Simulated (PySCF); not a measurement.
**A small calculation by hand: oscillator strength and radiative lifetime**

CH3O, SMILES C=[OH+], charge +1.

Geometry: PBE-D3(BJ)/def2-TZVP. The isomer is the one that the SMILES or the coordinates give; other isomers of the formula were not compared.

TDA-LC-ωPBE/def2-TZVPD run with PySCF puts the first singlet state with f over 0.02 at 10.77 eV (vertical), with the transition dipole (0.017, 1.029, 0.000) in atomic units.

### Question
Find the oscillator strength, the wavelength and the radiative lifetime that this transition would have in vacuum if emission retraced absorption.

### Answer

|μ|² = 1.0591 au, so |μ| = 2.62 D. ΔE = 10.77/27.211 = 0.3958 hartree. f = (2/3) ΔE |μ|² = 0.279 (the program prints 0.279).
λ = 1239.84/10.77 = 115 nm; ν = 86866 cm⁻¹.
Einstein's coefficient A = 0.6670 ν² f s⁻¹ (ν in cm⁻¹) = 1.4e9 s⁻¹, so τ = 1/A = 0.71 ns. This state is S3; the lower singlets have f = 0.000, 0.001. The figure is the radiative limit of this one transition; relaxation, internal conversion, crossing to triplets and a medium change what is measured.
